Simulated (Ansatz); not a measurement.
A made-up structure of C2H4N (charge +1), closed shell:

```
7
angstrom
C -1.0269 0.2778 -0.6785
C 0.0126 -0.0035 0.0087
N 1.0314 -0.2790 0.6815
H -1.6242 -0.5180 -1.1197
H -0.3723 -0.1066 0.9909
H 0.9789 -0.4312 1.6884
H 1.9499 -0.3611 0.2465
```

It is relaxed with PBE-D4/def2-SVP and then PBE0-D4/def2-TZVP (Ansatz 0.2.0). Atoms count as bonded within 1.22 times the sum of their covalent radii (H–H: 0.88 Å). The end point is not checked to be a true minimum.

Does its bonding change? (A judgement: the text doesn't fix the answer.)

The calculation gives: Yes. Formed: C1–H5; broken: C2–H5.

Where it ends: The first stage lowers the energy by 4.54 eV in 16 steps. It ends as C₂H₄N ([CH2][C][NH2]), total charge +1:
```
7
angstrom
C -1.0282 -0.0171 -0.1909
C 0.1500 -0.2055 0.2653
N 1.3046 -0.3899 0.7122
H -1.4385 -0.6888 -0.9428
H -1.6287 0.8160 0.1696
H 1.4708 -0.9741 1.5313
H 2.1194 0.0378 0.2732
```

Labels in which every atom is bracketed show which atoms are joined, not bond orders.

For scale, one of the runs: PBE0-D4/def2-TZVP relaxation, 117 basis functions, launched by `ansatz run in.yaml --threads 2 --pin off --events-out ev --progress --plain --max-ram 4352MiB`. The run took about 8 s on 2 CPU threads of an Arm Neoverse V1 (shared host).
